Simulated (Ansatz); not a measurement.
Reaction (SMILES): FF (F2) → F2+ (doublet, bonded as FF) + e-
B3LYP-D3(BJ)/def2-TZVP geometries, fixed; electronic energies without zero-point terms.

How fast the adiabatic ionisation energy converges with the basis for several methods (Ansatz, an electronic-structure program): deviation from each method's own reference, in eV. References: HF 14.855 eV, the value in pcseg-4; PBE 15.172 eV, the value in aug-cc-pV5Z; PBE0 15.437 eV, the value in aug-cc-pV5Z; wB97M-V 15.500 eV, the value in aug-cc-pV5Z. All functions are spherical. A restricted Hartree-Fock determinant is unstable towards unrestricted orbitals. Open shells are unrestricted. No added dispersion term, no relativity. Functionals ending in -V hold VV10 correlation. 

| basis | functions | HF | PBE | PBE0 | wB97M-V |
|---|---|---|---|---|---|
| pcseg-0 | 18 | ___ | 0.516 | 0.833 | 0.744 |
| 6-31G | 18 | ___ | 0.314 | 0.571 | 0.507 |
| 3-21G | 18 | ___ | -0.248 | 0.106 | -0.004 |
| aug-pcseg-3 | 170 | ___ | 0.005 | 0.007 | 0.006 |
| cc-pV5Z | 182 | ___ | -0.009 | -0.006 | -0.010 |
| pcseg-4 | 202 | ___ | 0.000 | 0.001 | 0.000 |

### Question
What belongs in the gaps?

### Answer

- pcseg-0, HF: 1.394
- 6-31G, HF: 0.949
- 3-21G, HF: 0.702
- aug-pcseg-3, HF: 0.011
- cc-pV5Z, HF: -0.006
- pcseg-4, HF: 0.000
